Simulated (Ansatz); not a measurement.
fcc Ir was calculated with r²SCAN-D4 (PAW; Ansatz, a first-principles code).

Excerpt of the program's output:

```
Crystal: 1 atoms, lattice volume = 13.824 Å³
Basis set: ecut = 560 eV, 411 PW (Γ), exchange–correlation on 72×72×72 points (27 copies of the dense FFT grid, shifted against one another)
Bands: 13, of which v1, the nominal top of the filled ones, is band 9 counted from 1 (8 counted from 0)
Symmetry: 48 space group operations
Space group: Fm-3m (ITA 225), of the structure as read, at distance tolerance 2.4e-5 Å
k-points: 413 of 13824
Functional: x = r2scan, c = r2scan; τ floored in thin density (d = 2e-4 eV/Å³)
SCF iter   1: F=—  HF=-11948.989966 eV  |F-HF|=—  |Δ(HF+E_count)|=         —  Δρ=1.17e-2  dr2=8.52e-3  dr2_τ=4.07e-2
SCF iter   2: F=—  HF=-11949.018307 eV  |F-HF|=—  |Δ(HF+E_count)|=   2.83e-2  Δρ=5.37e-3  dr2=9.27e-4  dr2_τ=4.75e-4
  ...
SCF iter   7: F=—  HF=-11949.019009 eV  |F-HF|=—  |Δ(HF+E_count)|=   3.60e-9  Δρ=1.60e-6  dr2=2.60e-10  dr2_τ=2.51e-11
SCF iter   8: F=-11949.019009 eV  HF=-11949.019009 eV  |F-HF|=2.00e-11  |Δ(HF+E_count)|=  2.24e-10  Δρ=1.69e-7  dr2=2.75e-12  dr2_τ=1.93e-13
SCF 1 converged in 8 iterations: F = -11949.019009 eV  dr2 = 2.75e-12
SCF converged after 8 iterations
Free energy (F): -11949.019009 eV
Internal energy: -11949.011991 eV  (E = F + TS)
E sigma→0 (E₀):  -11949.015500 eV
Fermi energy:    26.345047 eV
--- Stress (GPa, compression-positive) ---
        8.205880      -0.000000      -0.000000
        0.000000       8.205880       0.000000
       -0.000000       0.000000       8.205880
  P = ⅓ Tr σ = 8.2059 GPa (82.059 kbar)
```

**Question.** Write an input file that could have produced this run (the log leaves some choices open).

**Answer.** One answer among several that fit: 
Ansatz 0.2 input:
```yaml
crystal:
  lattice:
    - [0.0, 1.9048878692, 1.9048878692]
    - [1.9048878692, 0.0, 1.9048878692]
    - [1.9048878692, 1.9048878692, 0.0]
  atoms:
    - { symbol: Ir, position: [0.0, 0.0, 0.0] }
basis:
  ecutwfc: 560
  ecutrho_ratio: 4
  xc_grid: 3
kpoints:
  mp_grid: { grid: [24, 24, 24] }
hamiltonian:
  xc: r2scan
  dispersion: d4
  pseudopotentials: { kind: paw }
scf:
  occupations: { method: fermi_dirac, width: 0.05 }
  convergence: { dr2_threshold: 0.0000000001 }
output:
  forces: false
  stress: true
  eigenvalues: true
```

The cell is one volume of an energy–volume scan, off the minimum.

The PAW data were made under PBE.
